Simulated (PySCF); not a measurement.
# PO⁺ at PBE0

Computed with PBE0; P def2-TZVP, O def2-TZVP; no relativity (PySCF 2.14).

For PO⁺, the state is ¹Σ⁺ (singlet), closed shell and the bond length is 0.1420 nm. The harmonic wavenumber is 1484 cm⁻¹ and the force constant is 13.7 mdyn/Å. The rotational constant Be is 0.7925 cm⁻¹. The anharmonicity ωexe is 5.79 cm⁻¹ and the vibration–rotation constant αe is 0.00466 cm⁻¹. The well depth De to P⁺ + O is 7.97 eV and the dissociation energy D0 is 7.88 eV. The HOMO–LUMO gap is 8.34 eV and the bond order (Mayer) is 2.61. The dipole moment (positive dipole points towards O; it is taken about the centre of mass and depends on that origin) is -3.39 D.

For an ion De counts to the pair picked by the measured ionisation energies or electron affinities, which need not be the lowest pair at this level.
